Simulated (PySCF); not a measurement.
Species: `c1cc(ns1)F`. The columns A, B, C and D hold Mulliken, IAO, Hirshfeld and ESP-fitted charges (e) of one PBE0/pcSseg-1 density (PySCF), in a shuffled order. Coordinates in Å (PBE0-D3(BJ)/def2-SVP); the density's dipole moment is (2.77, 1.34, 1.21) D.

```json
{"atom": "F1", "x": "-1.660", "y": "0.376", "z": "-1.588", "A": "-0.243", "B": "-0.067", "C": "-0.217", "D": "-0.240"}
{"atom": "C2", "x": "-0.875", "y": "-0.073", "z": "-0.630", "A": "+0.391", "B": "+0.127", "C": "+0.627", "D": "+0.493"}
{"atom": "C3", "x": "0.293", "y": "0.632", "z": "-0.221", "A": "-0.245", "B": "-0.088", "C": "-0.352", "D": "-0.174"}
{"atom": "C4", "x": "0.898", "y": "-0.069", "z": "0.786", "A": "-0.303", "B": "-0.066", "C": "-0.254", "D": "-0.270"}
{"atom": "S5", "x": "-0.008", "y": "-1.485", "z": "1.116", "A": "+0.513", "B": "+0.177", "C": "+0.211", "D": "+0.412"}
{"atom": "N6", "x": "-1.163", "y": "-1.187", "z": "-0.030", "A": "-0.476", "B": "-0.218", "C": "-0.462", "D": "-0.498"}
{"atom": "H7", "x": "0.635", "y": "1.572", "z": "-0.650", "A": "+0.180", "B": "+0.066", "C": "+0.208", "D": "+0.124"}
{"atom": "H8", "x": "1.811", "y": "0.180", "z": "1.328", "A": "+0.183", "B": "+0.069", "C": "+0.239", "D": "+0.153"}
```

Task: Which column most likely holds the ESP-fitted charges?

Result: C. Σ q r misses the density's dipole by 0.06 D (C), 1.68 D (B), 1.83 D (D), 2.90 D (A). Charges fitted to the outside potential are the only set here that is tied to the molecule's multipoles.

Task: And the Hirshfeld charges?

Result: B. The mean sizes are 0.110 e (B), 0.295 e (D), 0.317 e (A), 0.321 e (C), and Hirshfeld charges are commonly the smallest of these schemes.

As computed, A = IAO, B = Hirshfeld, C = ESP-fitted, D = Mulliken. Hydrogens on carbon: IAO +0.18 to +0.18, Hirshfeld +0.07 to +0.07, ESP-fitted +0.21 to +0.24, Mulliken +0.12 to +0.15 e.

The Mulliken scheme counts on each atom the diagonal of the density matrix times the overlap matrix over that atom's basis functions. The IAO scheme counts the electrons in orthogonalised intrinsic atomic orbitals, a minimal basis polarised so that it spans the occupied orbitals exactly.

Geometry: PBE0-D3(BJ)/def2-SVP; no solvent, vibrations or thermal averaging.
